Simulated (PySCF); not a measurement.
# Electric field gradients and quadrupole coupling constants

Species: sulfur difluoride, SF₂.
Numbering: `[F:1][S:2][F:3]`

Structure used (PBE0-D3(BJ)/def2-TZVP), in Å, numbered top down from 1:
```xyz
3
SF2 angstrom
F     -1.1969   -0.3817    0.0018
S     -0.0120    0.6793   -0.0135
F      1.2149   -0.3326   -0.0075
```

Field gradients from the PBE0/pcSseg-2 density (PySCF, non-relativistic), principal values in atomic units, ordered |Vxx| ≤ |Vyy| ≤ |Vzz|:

```csv
atom,Vxx,Vyy,Vzz
S2,1.9992,3.9976,-5.9968
```

Find the asymmetry η = (Vxx − Vyy)/Vzz and the couplings χ = eQV/h (234.96 MHz × Q in barn × V in au), with Q(33S) = −0.0678 b.

```
atom           environment  nucleus     η  χzz (MHz)  χxx (MHz)  χyy (MHz)
  S2  sulfur bonded to 2 F      33S  0.33      95.53     -31.85     -63.68
```

The tensor is traceless: Vxx + Vyy + Vzz = 0.

What is Vzz at S2 in SI units (1 au = 9.71736 × 10²¹ V/m²)?

-5.9968 au = -58.273 × 10²¹ V/m².

Geometry: PBE0-D3(BJ)/def2-TZVP; no solvent, vibrations or thermal averaging.
